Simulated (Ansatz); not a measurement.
Input file:

```yaml
crystal:
  periodic: [false, false, false]
  atoms:
    - {symbol: B, position_ang: [-2.332621, 0.040114, 0.000000]}
    - {symbol: H, position_ang: [-2.929354, 1.073685, 0.000000]}
    - {symbol: H, position_ang: [-2.929354, -0.993457, 0.000000]}
    - {symbol: H, position_ang: [-0.729621, 0.040114, 0.000000]}
    - {symbol: Si, position_ang: [1.017379, 0.040114, 0.000000]}
    - {symbol: H, position_ang: [1.629560, -0.834170, 1.090012]}
    - {symbol: H, position_ang: [1.629560, -0.834170, -1.090012]}
basis:
  gaussian: {orbitals: cc-pVDZ}
magnetization: {spin_polarized: true, initial_magnetization: 0}
hamiltonian: {xc: {name: wB97M-V}}
output: {forces: true, orbitals: {seedname: orbitals}}
```

```sh
$ ansatz run in.yaml --threads 1 --pin off --events-out ev --progress --plain --max-ram 2393MiB
```

Roughly how long does this take on 1 thread of Arm Neoverse V1, shared host, and how much host memory?

11 s wall and 0.22 GiB.

```
  # Of w^i u^j: cxij and so on, Table III.
  gx(w, u) = 1 - cx + cx01*u + cx10*w
  gss(w, u) = css00 + css04*u^4 + css10*w + css20*w^2 + css43*w^4*u^3
  gos(w, u) = cos00 + cos10*w + (cos20 + cos21*u)*w^2 + (cos60 + cos61*u)*w^6
      + integral(e_c_pw_mod_opposite_spin*gos(b97_w_opposite, b97_u_opposite)) + vv10(b, c)
530 factors; integrals over basis functions are off by at most 1.5e-3 eV
209 factors; integrals over basis functions are off by at most 1.1e-5 eV
mean field evaluation 1: about -8628.3720 eV, gradient 6.2e0 eV
mean field evaluation 2: about -8628.7366 eV, gradient 2.3e0 eV
mean field evaluation 4: about -8628.7940 eV, gradient 1.6e-1 eV
mean field evaluation 8: about -8628.8484 eV, gradient 1.1e-2 eV
mean field evaluation 16: about -8628.8484 eV, gradient 2.5e-5 eV
mean field -8628.84839842 eV, -317.1043297984 hartree, gradient 1.1e-5 eV, S^2 0.000000; 1 other end points of the search recorded, 0 dependent functions left out
the calculation of the forces begins
reference -8628.84844013 eV, -317.1043313313 hartree; 12, 12 occupied and 45, 45 virtual orbitals, 530 factors
Total energy: -8628.84844013 eV, -317.1043313313 hartree
Atom 0 at    -2.332621     0.040114     0.000000 Å, force     2.037489    -0.530175    -0.000000 eV/Å
Atom 1 at    -2.929354     1.073685     0.000000 Å, force     0.381526     0.326480    -0.000000 eV/Å
Atom 2 at    -2.929354    -0.993457     0.000000 Å, force     0.168466    -0.231595     0.000000 eV/Å
Atom 3 at    -0.729621     0.040114     0.000000 Å, force    -3.287455     0.055614    -0.000000 eV/Å
Atom 4 at     1.017379     0.040114     0.000000 Å, force     1.584932     0.886912     0.000000 eV/Å
Atom 5 at     1.629560    -0.834170     1.090012 Å, force    -0.442479    -0.253618     0.173283 eV/Å
Atom 6 at     1.629560    -0.834170    -1.090012 Å, force    -0.442479    -0.253618    -0.173283 eV/Å
Dipole moment:    -0.503053    -0.008024     0.000000 e Å
```

Forces (eV/Å):
```
B    2.037 -0.530  0.000
H    0.382  0.326  0.000
H    0.168 -0.232  0.000
H   -3.287  0.056  0.000
Si   1.585  0.887  0.000
H   -0.442 -0.254  0.173
H   -0.442 -0.254 -0.173
```
